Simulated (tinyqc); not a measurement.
Inside a calculation. Method: RKS/LDA (PW92) in the sto-3g basis, for LiH, spin multiplicity 1. One step of it, computed by the program tinyqc.

Problem. Orthogonalisation. S = U s U^T; symmetric (Loewdin) form X = U s^(-1/2) U^T, so that X^T S X = 1.

overlap S:
```
,1Li 1s,1Li 2s,1Li 2px,1Li 2py,1Li 2pz,2H 1s
1Li 1s,1.000000,0.241137,0.000000,0.000000,0.000000,0.084735
1Li 2s,0.241137,1.000000,0.000000,0.000000,0.000000,0.423757
1Li 2px,0.000000,0.000000,1.000000,0.000000,0.000000,0.000000
1Li 2py,0.000000,0.000000,0.000000,1.000000,0.000000,0.000000
1Li 2pz,0.000000,0.000000,0.000000,0.000000,1.000000,0.532306
2H 1s,0.084735,0.423757,0.000000,0.000000,0.532306,1.000000
```

Give: eigenvalues of S; X.

Solution.

eigenvalues of S: 0.3161  0.7975  1.0000  1.0000  1.1649  1.7215

X:
```
,1Li 1s,1Li 2s,1Li 2px,1Li 2py,1Li 2pz,2H 1s
1Li 1s,1.0230,-0.1261,0.0000,0.0000,-0.0012,-0.0023
1Li 2s,-0.1261,1.1283,0.0000,0.0000,0.1321,-0.3112
1Li 2px,0.0000,0.0000,1.0000,0.0000,0.0000,0.0000
1Li 2py,0.0000,0.0000,0.0000,1.0000,0.0000,0.0000
1Li 2pz,-0.0012,0.1321,0.0000,0.0000,1.1654,-0.3903
2H 1s,-0.0023,-0.3112,0.0000,0.0000,-0.3903,1.2704
```
